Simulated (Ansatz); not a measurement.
# HNSi, singlet in 6-31G: errors against full CI

Geometry: a point of a stretch scan, not a stationary point.

```xyz
3

Si    0.0000    0.0000    1.2805
N     0.0000    0.0000   -0.1405
H     0.0000    0.0000   -1.1401
```

Basis 6-31G; Ansatz 0.2.0. Only valence electrons are correlated (noble-gas cores frozen), which leaves 10 electrons in 18 orbitals. R marks a restricted (for open shells ROHF) determinant. Active spaces: valence = (10e, 9o) chosen from the atoms' valence shells; pair = (2e, 2o) about the gap.

Full CI is exact within this basis and frozen core; it isn't the basis-set limit.

```
UHF ⟨S²⟩                          : 0.000
T1 diagnostic (RCCSD)             : 0.0228
largest doubles amplitude (RCCSD) : 0.078
```

| level | E − E(full CI) (mEh) | share of correlation (%) | wall time |
| --- | --- | --- | --- |
| RHF | 177.48 | 0.00 | – |
| RMP2 | 13.94 | 92.14 | – |
| CISD | 18.92 | 89.34 | 1.7 s |
| RCCSD | 7.36 | 95.85 | – |
| RCCSD(T) | 1.13 | 99.37 | 0.86 s |
| BCCD(T) | 1.07 | 99.40 | 1.2 s |
| RCCSDT | 0.69 | 99.61 | – |
| CISDTQ | 1.21 | 99.32 | 6.5 s |
| RCCSDT(Q) | -0.09 | 100.05 | 3.2 s |
| RCCSDTQ | 0.03 | 99.98 | 22 s |
| CASSCF (pair space) | 158.20 | 10.86 | – |
| NEVPT2 (pair space) | 13.69 | 92.28 | 1.6 s |
| MRCISD (pair space) | 15.39 | 91.33 | – |
| MRCISD+Q (pair space) | 3.87 | 97.82 | 2.2 s |
| CASSCF (valence space) | 45.90 | 74.14 | – |
| NEVPT2 (valence space) | 16.51 | 90.70 | 7.5 s |
| MRCISD (valence space) | 3.94 | 97.78 | – |
| MRCISD+Q (valence space) | 2.85 | 98.39 | 14 s |

The correlation energy at full CI, counted from RHF, is -4.829 eV. That run took 3.7 min on 1 thread of AMD EPYC, shared host over 18,367,552 determinants.

Times hold each run's SCF and search for its determinant on a shared host, so for small cases they say little of a method's own cost; they ran on 1 thread of AMD EPYC.

The full-CI state has the irrep A1 of C2v, in the program's axes (one component, if the state is degenerate).

Natural occupations of full CI about the gap: 1.983 1.971 1.947 1.937 1.937 0.069 0.069 0.025 0.023 0.009; effectively unpaired electrons, Σ n²(2−n)², 0.09.
